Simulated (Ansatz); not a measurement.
## [H···H···GeH₃], doublet: transfer scan

Starting geometry:

```xyz
6

H    -2.5984    0.0000    0.0000
H    -1.8534    0.0000    0.0000
Ge    0.0406    0.0000    0.0000
H     0.5092   -1.4659    0.0000
H     0.5092    0.7330   -1.2695
H     0.5092    0.7330    1.2695
```

From there H2 is moved from one fragment to the other while all else, the fragments' distance too, stays fixed; atoms are numbered as listed. Energies are in kJ/mol, counted from the starting geometry at the same level.

Basis cc-pVTZ; Ansatz 0.2.0. Only valence electrons are correlated (noble-gas cores and the filled d shells of p-block atoms frozen). R marks a restricted (for open shells ROHF) determinant, U an unrestricted one. Active spaces: valence = (9e, 9o) chosen from the atoms' valence shells. No spin–orbit coupling is included, and no scalar relativity.

Runs in a small pair space aren't shown, since their orbitals change along the scan.

Full CI isn't at hand for all of this; UCCSDT(Q) serves as the reference, and is uncertain by about the last step of the cluster series. The frozen core follows each run's orbitals, which can shift R against U totals by a few meV for light atoms and by up to 0.1 eV past Ca.

```tsv
distance H1-H2 (Å)	UCCSDT(Q)	error RHF	error RMP2	error RCCSD(T)	error UCCSD(T)	error RCCSDT	error NEVPT2 (valence space)
0.745	0.0	0.0	0.0	0.0	0.0	0.0	0.0
0.797	2.1	4.1	0.6	0.0	0.1	0.0	-0.4
0.901	16.0	9.9	0.6	0.0	0.2	-0.1	-1.2
1.005	31.6	4.6	0.5	-0.1	0.2	-0.2	-1.7
1.109	46.4	-9.9	-0.9	-0.2	0.0	-0.3	-2.0
```

Errors are those of relative energies. In total energy the starting point itself misses UCCSDT(Q) by: RHF 508.8, RMP2 98.6, RCCSD(T) 2.8, UCCSD(T) 2.4, RCCSDT 0.7, NEVPT2 (valence space) 94.4 kJ/mol.

Spread of the error over the points with a reference, to 1.109 Å (largest less smallest): UCCSD(T) 0.2, RCCSD(T) 0.2, RCCSDT 0.3, RMP2 1.6, NEVPT2 (valence space) 2.0, RHF 19.8 kJ/mol.
